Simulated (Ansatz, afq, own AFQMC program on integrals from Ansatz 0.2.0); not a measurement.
NH₃, singlet in 6-31G, levels against full CI

```yaml
atoms:
  - { symbol: N, position_ang: [0.0163, 0.0283, -0.0796] }
  - { symbol: H, position_ang: [0.9545, 0.0414, 0.3008] }
  - { symbol: H, position_ang: [-0.4666, 0.8366, 0.2925] }
  - { symbol: H, position_ang: [-0.7146, -1.2717, 0.5133] }
```

Basis 6-31G. Only valence electrons are correlated. Ansatz 0.2.0 and our own AFQMC program on the same integrals; the CISD trial comes from CCSD amplitudes, and released means the phaseless constraint is let go. ± is one standard error of the sampling.

Determinant: RHF, the one that the program's search chose, which needn't be the lowest solution. The geometry is a point of a scan.

Full CI on the same integrals is exact in this basis and with this determinant's frozen core.

Cautions: higher spins were not checked; restricted determinant unstable towards unrestricted (UHF 218 meV lower, ⟨S²⟩ 0.42).

The T1 diagnostic is 0.0145, the weight of the determinant in the CISD state is 0.906 and the size of the correlated space is 8 electrons in 14 orbitals.

Reference: full CI, correlation energy -4.307 eV. The released energy is read at 2.40 1/Eh (meV from the phaseless value at times in 1/Eh: 3 ± 3 at 0.24, 4 ± 3 at 0.51, 0 ± 3 at 0.99, 2 ± 3 at 1.62, 2.8 ± 1.9 at 2.40).

```csv
level,E − E(reference) (kJ/mol),share of correlation (%)
HF,415.5,0.00
MP2,65.0,84.36
CCSD,10.2,97.55
CCSD(T),1.7,99.59
CCSDT,1.2,99.70
CCSDT(Q),0.0,100.00
CCSDTQ,0.1,99.97
ph-AFQMC/HF,4.9 ± 4.2,98.83
ph-AFQMC/CISD,0.0 ± 0.4,100.01
released AFQMC,0.2 ± 0.2,99.94
```

CCSDT and higher add their correlation energy to the determinant of the CCSD(T) run, since their own runs factorise the integrals more tightly (a shift of under 2 meV). A walk keeps the symmetry of its determinant, which the program's search chose and which needn't be the lowest solution, so a lower state of the same spin and another symmetry isn't excluded. Released energies are given only where the last usable release times agree within the noise; a slower fall can still hide under it.
